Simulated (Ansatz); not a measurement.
Calculated with Ansatz (gas phase, PBE0-D4/def2-TZVP geometries, no zero-point term in ΔE). CBS: MP2 limit from def2 TZ/QZ plus the TZ coupled-cluster correction, frozen cores. This one scheme is used for every species. Functionals use def2-TZVPP.

`[BH2][AlH][SiH3]` + HCl → `[SiH3][AlH][Cl]` + BH₃  (cleavage of the Al–B bond)

```csv
level,ΔE (eV),difference from CCSD(T)/CBS
LDA (SPW92),-1.75,0.25
BLYP-D4,-1.93,0.07
PBE0-D4,-1.89,0.11
ωB97M-V,-2.02,-0.02
PBE,-1.80,0.20
r2SCAN,-1.97,0.03
r2SCANh,-1.99,0.01
BHLYP,-2.08,-0.08
CCSD/def2-TZVPP,-1.98,0.02
MP2/CBS(def2),-2.14,-0.14
CCSD(T)/CBS,-2.00,0
```

**Question.** What do rigid-rotor, harmonic-oscillator terms from PBE0-D4/def2-TZVP frequencies (298.15 K, 1 bar) make of the CCSD(T)/CBS value? (Estimate.)

**Answer.** The calculation gave: ΔZPE = +0.05 eV, ΔH = -1.96 eV, ΔS = -4 J/(mol·K), ΔG = -1.95 eV. Modes under 50 cm⁻¹ make the entropy rough.

Largest T1 diagnostic among the species: 0.013.

From BLYP to BHLYP (50 % exact exchange), in def2-TZVPP and without D4, ΔE moves by −0.16 eV. In def2-TZVPP, CCSD(T) changes the Hartree–Fock value by +0.23 eV (the triples alone add +0.01 eV) and MP2 by +0.09 eV.
